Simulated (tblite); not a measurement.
C₆H₁₁ (doublet state).
Cartesian coordinates in Å at the GFN2-xTB level; atoms count from 1:
```
atom  x, y, z in Å
C1     2.443   -0.891    0.076
C2     1.820   -0.015   -0.772
C3     0.510    0.418   -0.711
C4    -0.512    0.017    0.295
C5    -1.609   -0.815   -0.384
C6    -1.127    1.260    0.948
H7     1.939   -1.342    0.911
H8     3.472   -1.162   -0.070
H9     2.417    0.385   -1.584
H10    0.165    1.107   -1.470
H11   -0.051   -0.593    1.075
H12   -2.360   -1.115    0.344
H13   -1.181   -1.709   -0.831
H14   -2.096   -0.235   -1.165
H15   -0.359    1.840    1.455
H16   -1.881    0.970    1.676
H17   -1.596    1.891    0.196
```

Structure optimised with GFN2-xTB, isolated species. This method treats the open shell by occupation alone, without spin polarisation.

Take the most abundant isotopes and a rigid rotor. The values belong to one conformer with, in the numbering `[CH2:1]/[CH:2]=[CH:3]\[CH:4]([CH3:5])[CH3:6]`, H–C1–C2–C3 0° and 180°, C2–C3–C4–C5 -112°.

Task: What are A, B and C (GHz)?

Result: Ia = 83.89, Ib = 242.28, Ic = 266.37 u·Å²; 505379 MHz·u·Å²/I gives 6025, 2086 and 1897 MHz, that is A = 6.0246, B = 2.0860, C = 1.8972 GHz.

Task: What kind of rotor is it?

Result: A near-prolate asymmetric top: κ = (2 × 2086 − 6025 − 1897)/(6025 − 1897) = -0.91.

Task: What does the inertial defect say?

Result: Not planar: Δ = Ic − Ia − Ib = -59.79 u·Å². For a rigid frame Δ = −2 Σ m c², so Σ m c² = 29.89 u·Å² lies off the ab plane: 13.04 from hydrogen and 16.86 from heavier atoms. The atom farthest from that plane is 1.75 Å away.

Task: Where do the levels up to J = 2 lie, in MHz?

Result: Above 0(0,0):
J = 1: 1(0,1) 3983, 1(1,1) 7922, 1(1,0) 8111
J = 2: 2(0,2) 11943, 2(1,2) 15700, 2(1,1) 16266, 2(2,1) 28082, 2(2,0) 28088
Those of J = 1 are B + C, A + C and A + B.

For this open shell read J as N, the rotation without spin; fine and hyperfine splittings come on top. Its lowest GFN2-xTB frequency is 17i cm⁻¹, too small to tell a flat minimum from a shallow saddle. These are rigid-rotor constants of the computed structure; measured ground-state constants (B0) also hold zero-point vibration.
